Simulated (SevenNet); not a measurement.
## Antifluorite Mg2Sn

Computed with the machine-learned potential SevenNet-l3i5 (trained on PBE and PBE+U data).

Cell (relaxed at this level):

```
CELL_PARAMETERS angstrom
      0.00000     3.40654     3.40654
      3.40654     0.00000     3.40654
      3.40654     3.40654     0.00000
ATOMIC_POSITIONS crystal
  Mg 0.25000 0.25000 0.25000
  Mg 0.75000 0.75000 0.75000
  Sn 0.00000 0.00000 0.00000
```

```
Quantity                               Result
------------------------------  -------------
equilibrium lattice constant a        6.813 Å
equilibrium volume per atom     26.35 Å³/atom
```

Measured, for comparison: lattice constant a 6.766 Å, equilibrium volume per atom 25.82 Å³/atom (temperature not stated, not corrected to a static lattice; as tabulated in Freccero, Grin, Wagner, Dalton Trans. (2023), ESI). Computed (rounded) less measured: lattice constant a +0.7 %, equilibrium volume per atom +2.1 %.

A machine-learned potential is trained on density-functional data: it inherits that level's misses and adds fitting errors of its own.
